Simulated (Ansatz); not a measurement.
Relaxation of C₂H₄S₂ (8 atoms, charge 0, multiplicity 1), to a largest force component of 0.015 eV/Å in at most 40 steps.

Level of theory: RKS PBE0-D4/6-31G* in Ansatz 0.2.0.

```xyz
8
Properties=species:S:1:pos:R:3
C -0.022 1.035 -0.256
C 0.211 -0.416 -0.031
S 1.493 -1.223 -0.624
S -1.017 -1.196 0.943
H -0.009 1.249 -1.324
H -0.971 1.356 0.169
H 0.787 1.609 0.198
H -0.473 -2.414 0.925
```

Question: Where does it end, and by what steps?

Answer: The run converged. The force dipped under the threshold on the way, but the program's further checks kept it going. After 27 steps the energy has fallen by 0.034 eV; H7 moved furthest, 0.61 Å.

```json
{"step": "0", "energy less start (eV)": "0.0000", "largest force component (eV/Å)": "0.607", "accepted": "yes"}
{"step": "1", "energy less start (eV)": "-0.0184", "largest force component (eV/Å)": "0.227", "accepted": "yes"}
{"step": "2", "energy less start (eV)": "-0.0196", "largest force component (eV/Å)": "0.100", "accepted": "yes"}
{"step": "3", "energy less start (eV)": "-0.0204", "largest force component (eV/Å)": "0.064", "accepted": "yes"}
{"step": "4", "energy less start (eV)": "-0.0208", "largest force component (eV/Å)": "0.028", "accepted": "yes"}
{"step": "5", "energy less start (eV)": "-0.0214", "largest force component (eV/Å)": "0.104", "accepted": "yes"}
{"step": "6", "energy less start (eV)": "-0.0001", "largest force component (eV/Å)": "0.686", "accepted": "no"}
{"step": "7", "energy less start (eV)": "-0.0239", "largest force component (eV/Å)": "0.037", "accepted": "yes"}
{"step": "8", "energy less start (eV)": "-0.0246", "largest force component (eV/Å)": "0.201", "accepted": "yes"}
{"step": "9", "energy less start (eV)": "-0.0264", "largest force component (eV/Å)": "0.073", "accepted": "yes"}
{"step": "10", "energy less start (eV)": "-0.0291", "largest force component (eV/Å)": "0.016", "accepted": "yes"}
{"step": "11", "energy less start (eV)": "-0.0014", "largest force component (eV/Å)": "0.550", "accepted": "no"}
{"step": "12", "energy less start (eV)": "-0.0293", "largest force component (eV/Å)": "0.036", "accepted": "yes"}
{"step": "13", "energy less start (eV)": "-0.0308", "largest force component (eV/Å)": "0.115", "accepted": "yes"}
{"step": "14", "energy less start (eV)": "-0.0312", "largest force component (eV/Å)": "0.112", "accepted": "yes"}
{"step": "15", "energy less start (eV)": "-0.0315", "largest force component (eV/Å)": "0.055", "accepted": "yes"}
{"step": "16", "energy less start (eV)": "-0.0323", "largest force component (eV/Å)": "0.122", "accepted": "yes"}
{"step": "17", "energy less start (eV)": "-0.0320", "largest force component (eV/Å)": "0.152", "accepted": "no"}
{"step": "18", "energy less start (eV)": "-0.0328", "largest force component (eV/Å)": "0.037", "accepted": "yes"}
{"step": "19", "energy less start (eV)": "-0.0331", "largest force component (eV/Å)": "0.003", "accepted": "yes"}
{"step": "20", "energy less start (eV)": "-0.0322", "largest force component (eV/Å)": "0.106", "accepted": "no"}
{"step": "21", "energy less start (eV)": "-0.0331", "largest force component (eV/Å)": "0.050", "accepted": "yes"}
{"step": "22", "energy less start (eV)": "-0.0334", "largest force component (eV/Å)": "0.034", "accepted": "yes"}
{"step": "23", "energy less start (eV)": "-0.0334", "largest force component (eV/Å)": "0.023", "accepted": "yes"}
{"step": "24", "energy less start (eV)": "-0.0335", "largest force component (eV/Å)": "0.005", "accepted": "yes"}
{"step": "25", "energy less start (eV)": "-0.0335", "largest force component (eV/Å)": "0.010", "accepted": "yes"}
{"step": "26", "energy less start (eV)": "-0.0335", "largest force component (eV/Å)": "0.021", "accepted": "yes"}
{"step": "27", "energy less start (eV)": "-0.0336", "largest force component (eV/Å)": "0.015", "accepted": "yes"}
```

```xyz
8
Properties=species:S:1:pos:R:3
C -0.015 1.032 -0.263
C 0.176 -0.452 -0.114
S 1.127 -1.351 -1.089
S -0.742 -1.086 1.241
H 0.520 1.392 -1.142
H -1.080 1.278 -0.358
H 0.362 1.553 0.626
H -0.349 -2.365 1.101
```

Run time: 110 s on 1 thread of Intel(R) Xeon(R) Processor @ 2.70GHz, with other jobs on the host, peak memory 0.16 GiB.
